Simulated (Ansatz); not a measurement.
Basis-set extrapolation for C4H7NO, SMILES `CC1(O)C=NC1` (PBE0-D4/def2-TZVP geometry, frozen core, Ansatz 0.2.0). Multiplicity 1, RHF reference.

```csv
,def2-TZVPP,def2-QZVPP
HF,-284.908170,-284.921132
MP2 correlation,-1.098837,-1.173763
CCSD(T) correlation,-1.183134,not run
```

Energies in hartree. Use E(X) = E(∞) + A·exp(−7.88·√X) for Hartree–Fock and E(X) = E(∞) + B·X^(−2.97) for correlation, with X = 3 and 4, and add CCSD(T) minus MP2 of the smaller set to the MP2 limit.

Question: What is the CCSD(T) energy at the basis-set limit?

Answer: HF limit: -284.921132 + (-0.012962) × 0.13774 = -284.92292. MP2 limit: -1.173763 + (-0.074926) × 0.74074 = -1.22926. Higher-order term: -1.183134 − (-1.098837) = -0.08430. Total: -286.23648 hartree, 381.2 kJ/mol below CCSD(T)/def2-TZVPP.
